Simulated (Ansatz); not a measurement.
Take a crystal in which Y has been replaced by Sc on all its sites, with the cell rescaled by a rough guess (in some cases also distorted within its space group) and nothing relaxed:

```xyz
4
Lattice="-2.1107 2.1107 5.2042 2.1107 -2.1107 5.2042 2.1107 2.1107 -5.2042" Properties=species:S:1:pos:R:3 pbc="T T T"
Li    0.0000    0.0000    0.0000
Sc    0.0000    2.1107    2.6021
Sc    2.1107    0.0000    2.6021
Sc    0.0000    0.0000    5.2042
```

All numbers below come from DFT PBEsol, scalar-relativistic, plane waves, PAW in Ansatz 0.2.0.

Cutoff 420 eV; k points 14×14×14 on the computed 4-atom cell (Γ-centred); Gaussian smearing, width 0.10 eV; no spin polarisation.

(1) Will this cell want to expand or contract, and how hard?

(2) Is it a metal on this mesh?

(3) What is its energy against the elements in their standard states?

## Answers

(1) The pressure is -1.5 GPa (positive in compression), so the cell would contract.

(2) Yes, a band crosses the Fermi level.

(3) +0.241 eV/atom at this unrelaxed geometry, with the elements in the same functional.